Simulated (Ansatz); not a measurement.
Process, species as SMILES: [CH]=O (CH-O) → CHO+ (singlet, bonded as [CH]=O) + e-
B3LYP-D3(BJ)/def2-TZVP geometries, fixed; electronic energies without zero-point terms.
Largest species:
```
C
O 1 1.1718
H 1 1.1249 2 124.43
```
Charge 0, spin multiplicity 2.

Basis-set convergence of the adiabatic ionisation energy at CCSD(T) with Ansatz (a program for electronic structure). Cartesian d functions, on some or all atoms, in 6-31G*, 6-31+G*; all else is spherical. Cores are frozen. Open shells are unrestricted. No added dispersion term, no relativity. Functions are those of the species that has most. Reference: Hartree-Fock in aug-cc-pVQZ plus the correlation part extrapolated as X^-3 from aug-cc-pVTZ and aug-cc-pVQZ, 8.068 eV, itself unsure by roughly 0.010 eV (a third of the extrapolation step and of the last Hartree-Fock step). Deviations are taken from unrounded values.

| basis | functions | adiabatic ionisation energy (eV) |
|---|---|---|
| 6-31G* | 32 | 7.656 |
| 6-31+G* | 40 | 7.836 |
| cc-pVDZ | 33 | 7.687 |
| aug-cc-pVDZ | 55 | 7.963 |
| def2-SVP | 33 | 7.720 |
| def2-SVPD | 51 | 7.934 |
| pcseg-1 | 33 | 7.781 |
| aug-pcseg-1 | 55 | 7.881 |
| 6-311G** | 42 | 7.711 |
| 6-311+G** | 50 | 7.825 |
| def2-TZVP | 68 | 7.945 |
| def2-TZVPD | 86 | 7.980 |
| cc-pVTZ | 74 | 7.945 |
| aug-cc-pVTZ | 115 | 8.033 |
| pcseg-2 | 74 | 7.947 |
| aug-pcseg-2 | 115 | 7.995 |
| def2-TZVPP | 76 | 7.964 |
| def2-TZVPPD | 94 | 7.994 |
| cc-pVQZ | 140 | 8.015 |
| aug-cc-pVQZ | 206 | 8.049 |
| def2-QZVPP | 144 | 8.022 |
| def2-QZVPPD | 162 | 8.032 |

What the diffuse functions change, pair by pair:
- 6-31G* to 6-31+G*: 8 more functions, deviation -0.413 to -0.233 eV
- cc-pVDZ to aug-cc-pVDZ: 22 more functions, deviation -0.381 to -0.105 eV
- def2-SVP to def2-SVPD: 18 more functions, deviation -0.349 to -0.134 eV
- pcseg-1 to aug-pcseg-1: 22 more functions, deviation -0.288 to -0.187 eV
- 6-311G** to 6-311+G**: 8 more functions, deviation -0.358 to -0.244 eV
- def2-TZVP to def2-TZVPD: 18 more functions, deviation -0.123 to -0.089 eV
- cc-pVTZ to aug-cc-pVTZ: 41 more functions, deviation -0.123 to -0.036 eV
- pcseg-2 to aug-pcseg-2: 41 more functions, deviation -0.122 to -0.074 eV
- def2-TZVPP to def2-TZVPPD: 18 more functions, deviation -0.105 to -0.074 eV
- cc-pVQZ to aug-cc-pVQZ: 66 more functions, deviation -0.054 to -0.019 eV
- def2-QZVPP to def2-QZVPPD: 18 more functions, deviation -0.047 to -0.037 eV

Leaving out the reference's own pair, they bring the value nearer the reference by more than 0.010 eV in 10 of 10 pairs.
